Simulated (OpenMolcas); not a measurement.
# C2H8Si (dimethylsilane): levels of theory compared

Wanted: a comparison of 6 runs (HF/3-21G, HF/def2-SVP, B3LYP/def2-SVP, M06-2X/def2-SVP, PBE/def2-SVP, PBE0/def2-SVP) of C2H8Si (dimethylsilane). 

Program for the calculation: OpenMolcas 26.06.

### 1 The system as given

C2H8Si: 11 atoms, total charge 0, spin state singlet. As SMILES, `C[SiH2]C`. The C1–H6 distance was set to 1.967 Å, away from the relaxed value. At this shape a bond of the SMILES string is far longer than usual.

Bond lengths: C1–Si2 1.872 Å, Si2–C3 1.872 Å, C1–H4 1.092 Å, C1–H5 1.093 Å, Si2–H7 1.491 Å, Si2–H8 1.491 Å, C3–H9 1.093 Å, C3–H10 1.092 Å, C3–H11 1.093 Å. Some angles: C1–Si2–C3 111.5°, C1–Si2–H7 109.5°, C1–Si2–H8 109.5°, C3–Si2–H7 109.5°, C3–Si2–H8 109.5°, Si2–C1–H4 111.0°, Si2–C1–H5 110.9°, Si2–C3–H9 110.9°, Si2–C3–H10 111.0°, Si2–C3–H11 110.9°.

### 2 A single-point energy at HF/3-21G (run 1)

Contents of test.inp:

```
>>> EXPORT MOLCAS_PRINT=2

&gateway
 baslib = $CurrDir
 coord
 11
 angstrom
 C       -0.926435       0.425019      -1.335867
 Si      -0.185435      -1.195381      -0.762267
 C        1.470365      -0.934481       0.071033
 H       -1.892035       0.264719      -1.820767
 H       -0.267935       0.922419      -2.052467
 H       -1.204900       1.644900       0.182100
 H       -0.016135      -2.106381      -1.930767
 H       -1.121335      -1.861481       0.188633
 H        2.181965      -0.466981      -0.614267
 H        1.896365      -1.884181       0.402733
 H        1.368565      -0.286981       0.945633
 basis = 3-21G
 group = NoSym

&seward

&scf
 thresholds = 1e-10 1e-07 1e-07 1e-05
 prorbitals = 1 2
```

The basis set 3-21G is read from a file made from the Basis Set Exchange's data (not shown).

On the command line:

```bash
$ export MOLCAS_MEM=1860
$ pymolcas test.inp > test.log
```

Output:

```text
--- Start Module: gateway ---
[...]
--- Stop Module: gateway /rc=_RC_ALL_IS_WELL_ ---
--- Start Module: seward ---
[...]
      Basis functions           47
--- Stop Module: seward /rc=_RC_ALL_IS_WELL_ ---
--- Start Module: scf ---
[...]
       Convergence after  12 Iterations
[...]
::    Total SCF energy                               -367.2191250575
[...]
      Total spin, S                                     0.0000000000
[...]
      Total electronic charge=   34.000000
      Total            charge=   -0.000000
[...]
      Dipole Moment (debye):
      Origin of the operator (angstrom)=    0.0382   -0.7222   -0.6869
                   X=  5.1750E-01               Y= -1.4749E-01               Z= -7.5809E-01           Total=  9.2966E-01
      Quadrupole Moment (debye*angstrom):
[...]
--- Stop Module: scf /rc=_RC_ALL_IS_WELL_ ---
[...]
```

It took 1.7 s on 1 thread of Arm Neoverse V2, shared host; peak memory 0.38 GiB.

### 3 The energy at HF/def2-SVP (run 2)

Contents of calc.inp:

```
* C2H8Si Hartree-Fock
>>> EXPORT MOLCAS_PRINT=2

&gateway
 baslib=$CurrDir
 basisset
 C.def2-SVP....
 C1 -0.926435 0.425019 -1.335867 angstrom
 C3 1.470365 -0.934481 0.071033 angstrom
 End of Basis
 basisset
 Si.def2-SVP....
 Si2 -0.185435 -1.195381 -0.762267 angstrom
 End of Basis
 basisset
 H.def2-SVP....
 H4 -1.892035 0.264719 -1.820767 angstrom
 H5 -0.267935 0.922419 -2.052467 angstrom
 H6 -1.204900 1.644900 0.182100 angstrom
 H7 -0.016135 -2.106381 -1.930767 angstrom
 H8 -1.121335 -1.861481 0.188633 angstrom
 H9 2.181965 -0.466981 -0.614267 angstrom
 H10 1.896365 -1.884181 0.402733 angstrom
 H11 1.368565 -0.286981 0.945633 angstrom
 End of Basis

&seward

&scf
 thresholds=1e-10 1e-07 1e-07 1e-05
 prorbitals=1 1
```

The basis set def2-SVP is read from a file made from the Basis Set Exchange's data (not shown).

On the command line:

```bash
$ export MOLCAS_MEM=1860
$ pymolcas calc.inp > calc.log
```

Output:

```text
--- Start Module: gateway ---
[...]
--- Stop Module: gateway /rc=_RC_ALL_IS_WELL_ ---
--- Start Module: seward ---
[...]
      Basis functions           86
--- Stop Module: seward /rc=_RC_ALL_IS_WELL_ ---
[...]
--- Start Module: scf ---
[...]
       Convergence after  13 Iterations
[...]
::    Total SCF energy                               -369.0509714095
[...]
      Total spin, S                                     0.0000000000
[...]
      Total electronic charge=   34.000000
      Total            charge=   -0.000000
[...]
      Dipole Moment (debye):
      Origin of the operator (angstrom)=    0.0382   -0.7222   -0.6869
                   X=  5.8335E-01               Y= -3.1727E-01               Z= -8.3229E-01           Total=  1.0647E+00
      Quadrupole Moment (debye*angstrom):
[...]
--- Stop Module: scf /rc=_RC_ALL_IS_WELL_ ---
[...]
```

It took 5.1 s on 1 thread of Arm Neoverse V2, shared host; peak memory 0.47 GiB.

### 4 The energy at B3LYP/def2-SVP (run 3)

Contents of calc.input:

```
>>> EXPORT MOLCAS_PRINT=2

&GATEWAY
 BasLib
 $CurrDir
 Coord
 11
 angstrom
 C       -0.926435       0.425019      -1.335867
 Si      -0.185435      -1.195381      -0.762267
 C        1.470365      -0.934481       0.071033
 H       -1.892035       0.264719      -1.820767
 H       -0.267935       0.922419      -2.052467
 H       -1.204900       1.644900       0.182100
 H       -0.016135      -2.106381      -1.930767
 H       -1.121335      -1.861481       0.188633
 H        2.181965      -0.466981      -0.614267
 H        1.896365      -1.884181       0.402733
 H        1.368565      -0.286981       0.945633
 Basis
 def2-SVP
 Group
 NoSym

&SEWARD
 GridInput
 Grid=UltraFine
 End of Grid

&SCF
 KSDFT
 B3LYP
 Thresholds
 1e-10 1e-07 1e-07 1e-05
 PrOrbitals
 1 2
```

The basis set def2-SVP is read from a file made from the Basis Set Exchange's data (not shown).

On the command line:

```bash
$ export MOLCAS_MEM=1860
$ pymolcas calc.input > calc.log
```

Output:

```text
--- Start Module: gateway ---
[...]
--- Stop Module: gateway /rc=_RC_ALL_IS_WELL_ ---
--- Start Module: seward ---
[...]
      Basis functions           86
--- Stop Module: seward /rc=_RC_ALL_IS_WELL_ ---
[...]
--- Start Module: scf ---
[...]
       Convergence after  14 Iterations
[...]
::    Total KS-DFT energy                            -370.2838467052
[...]
      Total spin, S                                     0.0000000000
[...]
      Total electronic charge=   34.000000
      Total            charge=   -0.000000
[...]
      Dipole Moment (debye):
      Origin of the operator (angstrom)=    0.0382   -0.7222   -0.6869
                   X=  5.6123E-01               Y= -4.8722E-02               Z= -5.5575E-01           Total=  7.9134E-01
      Quadrupole Moment (debye*angstrom):
[...]
--- Stop Module: scf /rc=_RC_ALL_IS_WELL_ ---
[...]
```

It took 29 s on 1 thread of Arm Neoverse V2, shared host; peak memory 0.47 GiB.

Runs 4 to 5 aren't shown in full; the table further down has their settings and results.

### 5 A single-point energy at PBE0/def2-SVP (run 6)

Contents of run.input:

```
&GATEWAY
 BASLIB=$CurrDir
 COORD
 11
 angstrom
 C       -0.926435       0.425019      -1.335867
 Si      -0.185435      -1.195381      -0.762267
 C        1.470365      -0.934481       0.071033
 H       -1.892035       0.264719      -1.820767
 H       -0.267935       0.922419      -2.052467
 H       -1.204900       1.644900       0.182100
 H       -0.016135      -2.106381      -1.930767
 H       -1.121335      -1.861481       0.188633
 H        2.181965      -0.466981      -0.614267
 H        1.896365      -1.884181       0.402733
 H        1.368565      -0.286981       0.945633
 BASIS=def2-SVP
 GROUP=NoSym

&SEWARD
 GRIDINPUT
 Grid=UltraFine
 End of Grid

&SCF
 KSDFT=PBE0
 THRESHOLDS=1e-10 1e-07 1e-07 1e-05
 PRORBITALS=1 1
```

The basis set def2-SVP is read from a file made from the Basis Set Exchange's data (not shown).

On the command line:

```bash
$ export MOLCAS_MEM=1860
$ pymolcas run.input > run.log
```

Output:

```text
--- Start Module: gateway ---
[...]
--- Stop Module: gateway /rc=_RC_ALL_IS_WELL_ ---
--- Start Module: seward ---
[...]
      Basis functions           86
--- Stop Module: seward /rc=_RC_ALL_IS_WELL_ ---
[...]
--- Start Module: scf ---
[...]
       Convergence after  16 Iterations
[...]
::    Total KS-DFT energy                            -370.0268960785
[...]
      Total spin, S                                     0.0000000000
[...]
      Total electronic charge=   34.000000
      Total            charge=   -0.000000
[...]
      Dipole Moment (debye):
      Origin of the operator (angstrom)=    0.0382   -0.7222   -0.6869
                   X=  5.5155E-01               Y=  2.6029E-02               Z= -4.8535E-01           Total=  7.3515E-01
      Quadrupole Moment (debye*angstrom):
[...]
--- Stop Module: scf /rc=_RC_ALL_IS_WELL_ ---
[...]
```

It took 33 s on 1 thread of Arm Neoverse V2, shared host; peak memory 0.47 GiB.

### 6 All runs side by side

```tsv
run	level	integration grid	energy (Eh)	dipole moment (D)	HOMO energy (eV)	LUMO energy (eV)	wall time
1	HF/3-21G	–	-367.219125	0.93	-10.07	2.31	1.7 s
2	HF/def2-SVP	–	-369.050971	1.06	-10.28	1.76	5.1 s
3	B3LYP/def2-SVP	UltraFine	-370.283847	0.79	-7.78	-2.12	29 s
4	M06-2X/def2-SVP	UltraFine	-370.175838	0.70	-8.96	-0.98	38 s
5	PBE/def2-SVP	UltraFine	-369.981720	0.73	-6.91	-2.82	30 s
6	PBE0/def2-SVP	UltraFine	-370.026896	0.74	-7.99	-1.89	33 s
```

### 7 Results

| quantity | value |
| --- | --- |
| run 6: total energy | -370.02690 Eh |
| run 6: dipole moment | 0.74 D |
| run 6: HOMO energy | -7.99 eV |
| run 6: LUMO energy | -1.89 eV |
| run 6: HOMO–LUMO gap | 6.09 eV |

What this shows: The dipole moment (its size) runs from 0.70 D (M06-2X/def2-SVP) to 1.06 D (HF/def2-SVP). The HOMO–LUMO gap runs from 4.08 eV (PBE/def2-SVP) to 12.38 eV (HF/3-21G). The two ends differ in method and basis. Totals of different functionals can't be ranked against each other. In runs 1, 2, 3, 4, 5, 6 a closed-shell determinant meets a far-stretched bond, which it describes badly. All runs together took 2.3 min, the longest 38 s.
